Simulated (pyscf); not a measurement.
## Four-centre exchange: H₃Ge–AsH₂ + hydrogen (H₂) → H₃Ge–AsH₂ + hydrogen (H₂)

Gas phase, singlet surface, charge 0. Bonds broken: Ge2–H8, H5–H9. Bonds formed: Ge2–H5, H8–H9. Single points on ωB97X-D3(BJ)/def2-SVP structures (PySCF, gas phase).

Transition state (Å):

```xyz
9

As    -1.4889    -1.7106     0.4281
Ge    -0.6084     0.5283     0.0880
H     -0.2683    -2.3330    -0.2281
H     -2.3022    -1.7322    -0.8515
H      0.5031     1.6172    -0.9421
H     -1.6067     1.6507     0.3664
H      0.5857     0.4965     1.0944
H     -1.0500     0.4203    -1.7430
H     -0.2029     1.0561    -1.5238
```

One imaginary mode, 2108i cm⁻¹; descent along it reached the two sides named.

| bond | change | reactant side (Å) | saddle | product side |
|---|---|---|---|---|
| Ge2–H8 | breaks | 1.536 | 1.887 | 3.6 |
| H5–H9 | breaks | 0.760 | 1.073 | 2.9 |
| Ge2–H5 | forms | 3.4 | 1.866 | 1.537 |
| H8–H9 | forms | 3.0 | 1.082 | 0.760 |

Electronic energies relative to the separated reactants (kJ/mol):

```csv
level,barrier,reaction energy,reverse barrier
ωB97X-D3(BJ)/def2-TZVP,331.1,0.0,331.1
PBE/def2-TZVP,293.8,0.0,293.8
r²SCAN/def2-TZVP,308.6,0.0,308.6
B3LYP-D3(BJ)/def2-TZVP,318.8,0.0,318.8
PBE0-D3(BJ)/def2-TZVP,306.8,0.0,306.8
M06-2X/def2-TZVP,325.4,0.0,325.4
ωB97M-D3(BJ)/def2-TZVP,327.9,0.0,327.9
HF/def2-TZVP,388.3,0.0,388.3
```

With ωB97M-D3(BJ)/def2-TZVP energies and thermal terms (ideal gas, 1 atm, RRHO with modes under 100 cm⁻¹ raised to 100, one conformer, R ln 2 for chiral ones without a mode under 150 cm⁻¹), in kJ/mol:

```json
[
 {"T (K)": "298", "ΔH‡": "325.9", "ΔG‡": "360.4", "ΔH": "0.0", "ΔG": "0.0"},
 {"T (K)": "600", "ΔH‡": "322.6", "ΔG‡": "397.0", "ΔH": "0.0", "ΔG": "0.0"},
 {"T (K)": "900", "ΔH‡": "322.5", "ΔG‡": "434.3", "ΔH": "0.0", "ΔG": "0.0"},
 {"T (K)": "1200", "ΔH‡": "323.7", "ΔG‡": "471.5", "ΔH": "0.0", "ΔG": "0.0"}
]
```

At the saddle there is also a short Ge–H contact that neither side keeps. From the product side, GeH₃• + AsH₂• + H₂ lies, by one bond made or cut, 69.4 kJ/mol under this saddle at ωB97M-D3(BJ)/def2-TZVP. The same reactants have a lower exit, to GeH₃• + AsH₂• + H₂ (no saddle counted: cutting one bond costs +258.5 kJ/mol at ωB97M-D3(BJ)/def2-TZVP, against +327.9 kJ/mol here). This is the saddle that the search found; another between the same sides may lie lower. Elements up to Kr have no core potential and no relativistic terms here.
